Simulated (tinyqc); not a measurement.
MP2 on RHF in the sto-3g basis, for LiH, spin multiplicity 1, step by step. One step of it, computed by the program tinyqc.

Question. Second-order Moller-Plesset energy. E2 = sum_ijab (ia|jb) [2 (ia|jb) - (ib|ja)] / (e_i + e_j - e_a - e_b) over occupied i, j and virtual a, b; the opposite-spin part is (ia|jb)^2 / denominator, the rest is same-spin, and SCS-MP2 scales them by 6/5 and 1/3.

orbital energies (hartree): MO1 -2.357268, MO2 -0.260220, MO3 0.074923, MO4 0.163008, MO5 0.163008, MO6 0.464981

Two-electron integrals over orbitals (pq|rs), unique and non-zero (hartree):
```
(11|11) 1.659044    (21|11) -0.102262   (21|21) 0.011039    (22|11) 0.336223
(22|21) 0.004050    (22|22) 0.467900    (31|11) -0.140521   (31|21) 0.010678
(31|22) -0.013091   (31|31) 0.021929    (32|11) 0.020263    (32|21) -0.002793
(32|22) -0.053883   (32|31) -0.000010   (32|32) 0.016670    (33|11) 0.393856
(33|21) -0.009674   (33|22) 0.216801    (33|31) 0.001346    (33|32) 0.011249
(33|33) 0.333857    (41|41) 0.009814    (42|41) 0.007317    (42|42) 0.022044
(43|41) 0.010318    (43|42) 0.019684    (43|43) 0.041305    (44|11) 0.396335
(44|21) -0.003856   (44|22) 0.256503    (44|31) -0.005037   (44|32) 0.009402
(44|33) 0.281036    (44|44) 0.312946    (51|51) 0.009814    (52|51) 0.007317
(52|52) 0.022044    (53|51) 0.010318    (53|52) 0.019684    (53|53) 0.041305
(54|54) 0.016869    (55|11) 0.396335    (55|21) -0.003856   (55|22) 0.256503
(55|31) -0.005037   (55|32) 0.009402    (55|33) 0.281036    (55|44) 0.279207
(55|55) 0.312946    (61|11) 0.066640    (61|21) -0.009476   (61|22) -0.007633
(61|31) -0.004059   (61|32) 0.002426    (61|33) 0.011599    (61|44) 0.001307
(61|55) 0.001307    (61|61) 0.010538    (62|11) -0.066518   (62|21) 0.002600
(62|22) 0.114846    (62|31) 0.002967    (62|32) -0.038903   (62|33) -0.017525
(62|44) -0.028722   (62|55) -0.028722   (62|61) 0.000303    (62|62) 0.127537
(63|11) 0.019851    (63|21) -0.002648   (63|22) -0.053854   (63|31) 0.004138
(63|32) 0.012958    (63|33) 0.036130    (63|44) 0.005029    (63|55) 0.005029
(63|61) 0.004362    (63|62) -0.035276   (63|63) 0.028014    (64|41) -0.006109
(64|42) -0.019178   (64|43) -0.012947   (64|64) 0.019738    (65|51) -0.006109
(65|52) -0.019178   (65|53) -0.012947   (65|65) 0.019738    (66|11) 0.358300
(66|21) 0.001560    (66|22) 0.439513    (66|31) -0.011160   (66|32) -0.046632
(66|33) 0.239531    (66|44) 0.263393    (66|55) 0.263393    (66|61) -0.004566
(66|62) 0.115200    (66|63) -0.045396   (66|66) 0.438471
```

Hartree-Fock energy = -7.84254126 hartree

Give: Terms; Pair energies; MP2 correlation energy; SCS-MP2 correlation energy; MP2 total energy.

Answer.

Terms:
```
i  j  a  b    (ia|jb)    (ib|ja)  denominator       term
2  2  6  6     0.1275     0.1275      -1.4504    -0.0112
2  2  6  3    -0.0389    -0.0389      -1.0603    -0.0014
2  2  3  6    -0.0389    -0.0389      -1.0603    -0.0014
2  2  5  5     0.0220     0.0220      -0.8465    -0.0006
2  2  4  4     0.0220     0.0220      -0.8465    -0.0006
2  2  3  3     0.0167     0.0167      -0.6703  -4.15e-04
1  1  3  3     0.0219     0.0219      -4.8644  -9.89e-05
1  1  6  6     0.0105     0.0105      -5.6445  -1.97e-05
1  1  5  5     0.0098     0.0098      -5.0406  -1.91e-05
1  1  4  4     0.0098     0.0098      -5.0406  -1.91e-05
1  2  5  5     0.0073     0.0073      -2.9435  -1.82e-05
2  1  5  5     0.0073     0.0073      -2.9435  -1.82e-05
2  1  4  4     0.0073     0.0073      -2.9435  -1.82e-05
1  2  4  4     0.0073     0.0073      -2.9435  -1.82e-05
1  2  3  6     0.0030     0.0024      -3.1574  -3.30e-06
2  1  6  3     0.0030     0.0024      -3.1574  -3.30e-06
1  1  6  3    -0.0041    -0.0041      -5.2544  -3.14e-06
1  1  3  6    -0.0041    -0.0041      -5.2544  -3.14e-06
2  1  3  6     0.0024     0.0030      -3.1574  -1.45e-06
1  2  6  3     0.0024     0.0030      -3.1574  -1.45e-06
2  1  6  6   3.03e-04   3.03e-04      -3.5474  -2.59e-08
1  2  6  6   3.03e-04   3.03e-04      -3.5474  -2.59e-08
2  1  3  3  -1.02e-05  -1.02e-05      -2.7673  -3.72e-11
1  2  3  3  -1.02e-05  -1.02e-05      -2.7673  -3.72e-11
```

Pair energies (hartree; pair i-j sums ij and ji):
```
pair  opposite spin  same spin
1-1       -1.63e-04          0
2-1       -8.21e-05  -1.85e-07
2-2         -0.0156          0
```

MP2 correlation energy = -0.015877 hartree

SCS-MP2 correlation energy = -0.019053 hartree

MP2 total energy = -7.858419 hartree
